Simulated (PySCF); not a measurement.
Compound: C5H6O.
SMILES with atom numbers: `[CH2:1]=[C:2]=[CH:3][C:4]([CH3:5])=[O:6]` (hydrogens: H7, H8 on C1; H9 on C3; H10, H11, H12 on C5)

Cartesian coordinates in Å at the PBE0-D3(BJ)/def2-SVP level; atoms count from 1:
```
atom  x, y, z in Å
C1     2.2412    0.3126    0.4385
C2     1.2207   -0.4293    0.1039
C3     0.1824   -1.1647   -0.2283
C4    -1.2146   -0.6559   -0.3416
C5    -1.4599    0.8036   -0.0571
O6    -2.1025   -1.4130   -0.6610
H7     2.5388    0.4273    1.4863
H8     2.8314    0.8380   -0.3199
H9     0.3013   -2.2311   -0.4501
H10   -0.9224    1.4276   -0.7881
H11   -2.5358    1.0057   -0.1208
H12   -1.0805    1.0792    0.9382
```

Method: TDDFT B3LYP/def2-SVPD, vertical, gas phase, core orbitals frozen in the response in PySCF 2.14.0, density-fitted response routines.

Kohn–Sham orbitals with the atoms that hold most of them (Löwdin shares over 4%, at most four atoms; ? is withheld):

```
orbital  ε (eV)                            atoms
 LUMO+2    0.22    C1 26%, C2 15%, C5 11%, C3 8%
 LUMO+1   -0.62    C1 33%, C2 32%, C3 10%, H7 6%
   LUMO   -1.79                                ?
   HOMO       ?     O6 56%, C4 11%, C5 9%, C3 8%
 HOMO-1   -7.98                                ?
 HOMO-2   -8.42    C1 34%, C2 33%, O6 12%, C3 7%
 HOMO-3  -10.22  O6 36%, C5 21%, C4 18%, H10 10%
```

Q: Give the leading atoms of the HOMO-1.

A: C3 (bonded to 2 C and H) 35%; C2 (bonded to 2 C) 30%; O6 (bonded to C) 12%; C1 (bonded to C and 2 H) 8%. By element: carbon 73% or more, oxygen 12%.

Q: Which atoms hold the LUMO, and with what shares?

A: O6 (bonded to C) 23%; C2 (bonded to 2 C) 23%; C4 (bonded to 2 C and O) 21%; C3 (bonded to 2 C and H) 13%. By element: carbon 57% or more, oxygen 23%.

Q: What is the HOMO energy, and the HOMO–LUMO gap?

A: ε(HOMO) = -7.12 eV; the gap is 5.33 eV (0.1959 hartree).

Q: The HOMO–LUMO gap is 5.33 eV. Where does the response calculation put the lowest singlet, and from which orbitals?

A: S1 is at 3.81 eV (f = 0.0001), 1.52 eV below the gap, made of HOMO→LUMO (98%). Without the coupling terms of the response equations the lowest excitation would equal the gap.

Q: One configuration dominates each of S1, S2 and S4. Which, and how do the shares of the two leading atoms of either orbital change from the occupied to the empty one?

A: 
- S1 (3.81 eV, f 0.0001), HOMO→LUMO (98%): O6 56% → 23%, C4 11% → 21%, C2 at most 8% → 23%
- S2 (5.24 eV, f 0.0000), HOMO-2→LUMO (95%): C1 34% → at most 14%, C2 33% → 23%, O6 12% → 23%
- S4 (5.92 eV, f 0.0001), HOMO-1→LUMO+1 (98%): C3 35% → 10%, C2 30% → 32%, C1 8% → 33%

One conformer stands for the species.
